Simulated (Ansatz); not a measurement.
# AlH4 (doublet): from Hartree-Fock to the top rungs at distance Al1–H4 along a hydrogen transfer = 1.586 Å, cc-pVTZ

Aim: climb from Hartree-Fock through coupled cluster and multireference methods for AlH4 (doublet) at one geometry and basis, and see what each rung misses.

The runs use Ansatz 0.2.0, Gaussian basis; cc-pVTZ, core rule «outside noble gas», up to 5 orbitals frozen.

To be run: UHF; CCSD(T) on ROHF; CCSD(T) on UHF; BCCD(T) on ROHF; CCSDT(Q) on ROHF; CCSDT(Q) on UHF; CASSCF and MRCISD+Q, 3 electrons in 3 orbitals; CASSCF and NEVPT2, 3 electrons in 3 orbitals.

3 further runs of the same task are left out: 3 for a known fault of the program.

## 1. What is computed

The geometry derives from fragments relaxed apart (PBE0/def2-TZVP) and kept rigid, so it is no stationary point. A hydrogen atom is moved between rigid fragments.

5 atoms, charge 0, spin multiplicity 2.

Atoms are counted from 1 here; the program's logs count them from 0.

Bond lengths: Al1–H2 1.586 Å, Al1–H3 1.586 Å, Al1–H4 1.586 Å. Angles: H2–Al1–H3 120.0°, H2–Al1–H4 120.0°, H3–Al1–H4 120.0°.

## 2. UHF

Input file in.yaml:

```yaml
crystal:
  periodic: [false, false, false]
  atoms:
    - {symbol: Al, position_ang: [-0.098281, 0.000000, 0.000000]}
    - {symbol: H, position_ang: [-0.891205, 1.373384, 0.000000]}
    - {symbol: H, position_ang: [-0.891204, -1.373384, 0.000000]}
    - {symbol: H, position_ang: [1.487567, 0.000000, 0.000000]}
    - {symbol: H, position_ang: [2.925719, 0.000000, 0.000000]}
basis:
  gaussian: {orbitals: cc-pVTZ}
magnetization: {spin_polarized: true, initial_magnetization: 1}
hamiltonian: {xc: hf}
output: {orbitals: {seedname: orbitals}}
```

The run is started by

```
> ansatz run in.yaml --threads 1 --pin off --events-out ev --progress --plain --max-ram 2816MiB --backend cpu
```

After this run come: CCSD(T) on ROHF; CCSD(T) on UHF; BCCD(T) on ROHF; CCSDT(Q) on ROHF; CCSDT(Q) on UHF; CASSCF and MRCISD+Q, 3 electrons in 3 orbitals; CASSCF and NEVPT2, 3 electrons in 3 orbitals.

Before running them: what should the planned runs give, taken together? Wanted: UCCSDT(Q) below the RHF energy; RMP2 from UCCSDT(Q); UMP2 from UCCSDT(Q); RCCSD from UCCSDT(Q); RCCSD(T) from UCCSDT(Q); UCCSD(T) from UCCSDT(Q); RCCSDT(Q) from UCCSDT(Q); NEVPT2 pair from UCCSDT(Q); T1 diagnostic.

**Answer**, as computed:

```
                         quantity                                                   value
   UCCSDT(Q) below the RHF energy                                              -3.5190 eV
              RMP2 from UCCSDT(Q)                                              +776.0 meV
              UMP2 from UCCSDT(Q)                                              +766.3 meV
             RCCSD from UCCSDT(Q)                                               +70.2 meV
          RCCSD(T) from UCCSDT(Q)                                               +16.2 meV
          UCCSD(T) from UCCSDT(Q)                                               +16.1 meV
         RCCSDT(Q) from UCCSDT(Q)                                                +0.1 meV
       NEVPT2 pair from UCCSDT(Q)                                              +801.7 meV
levels within 1 kcal/mol (43 meV)  RCCSD(T), UCCSD(T), BCCD(T), RCCSDT, UCCSDT, RCCSDT(Q)
                    T1 diagnostic                                                   0.022
```

In words: RCCSD(T) lands +16.2 meV from the yardstick (0.5 % of the correlation energy). These misses are within one basis, not against nature; the frozen cores of restricted and unrestricted runs differ, which can shift their rows.
